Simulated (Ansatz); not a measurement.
The input, for Ansatz 0.2.0:

```yaml
crystal:
  periodic: [false, false, false]
  atoms:
    - {symbol: Si, position_ang: [0.000000, 0.000000, 0.000000]}
    - {symbol: H, position_ang: [0.000000, 0.000000, 1.518600]}
basis:
  gaussian: {orbitals: "6-31++G**"}
total_charge: 1
magnetization: {spin_polarized: false, initial_magnetization: 2}
correlation: {method: ccsd_t, electrons: valence}
```

```sh
$ ansatz run in.yaml --threads 1 --pin off --events-out ev --progress --plain --max-ram 2393MiB
```

The program prints:

```
248 factors; integrals over basis functions are off by at most 6.1e-4 eV
mean field evaluation 1: about -7865.7848 eV, gradient 5.2e0 eV
mean field evaluation 2: about -7865.7881 eV, gradient 5.2e0 eV
mean field evaluation 4: about -7866.1754 eV, gradient 9.6e-1 eV
mean field evaluation 8: about -7866.2143 eV, gradient 2.6e-4 eV
mean field evaluation 16: about -7866.2083 eV, gradient 9.6e-2 eV
mean field evaluation 32: about -7866.2143 eV, gradient 3.0e-6 eV
mean field -7866.21430336 eV, -289.0780437369 hartree, gradient 3.0e-6 eV, S^2 2.000000; 2 other end points of the search recorded, 0 dependent functions left out
mean field evaluation 64: about -7866.3159 eV, gradient 1.4e-3 eV
5 core orbitals not correlated: weight in the atoms' cores, before any rotation towards them, 1.000 or more for the frozen orbitals, at most 0.000 for the correlated occupied ones
reference -7866.21430336 eV, -289.0780437369 hartree; 3, 1 occupied and 21, 23 virtual orbitals, 248 factors
second order -1.07240760 eV of doubles, -0.04656741 eV of singles
cycle   1  -1.38085826 eV  change   -2.6e-1 eV  update   4.9e-2
cycle   2  -1.52854663 eV  change   -1.5e-1 eV  update   2.8e-2
cycle   3  -1.55221397 eV  change   -2.4e-2 eV  update   1.2e-2
cycle   4  -1.55874915 eV  change   -6.5e-3 eV  update   3.4e-3
cycle   5  -1.55708588 eV  change    1.7e-3 eV  update   7.8e-4
cycle   6  -1.55757261 eV  change   -4.9e-4 eV  update   2.3e-4
cycle   7  -1.55754579 eV  change    2.7e-5 eV  update   7.2e-5
cycle   8  -1.55752088 eV  change    2.5e-5 eV  update   2.3e-5
cycle   9  -1.55753587 eV  change   -1.5e-5 eV  update   6.8e-6
cycle  10  -1.55753262 eV  change    3.3e-6 eV  update   1.6e-6
perturbative correction -0.03220996 eV, -0.0011836941 hartree
Total energy: -7867.80404594 eV, -289.1364656991 hartree
```

Ran on 1 thread of Arm Neoverse V2, shared host: 0.27 s wall, 0.07 GiB peak host memory.
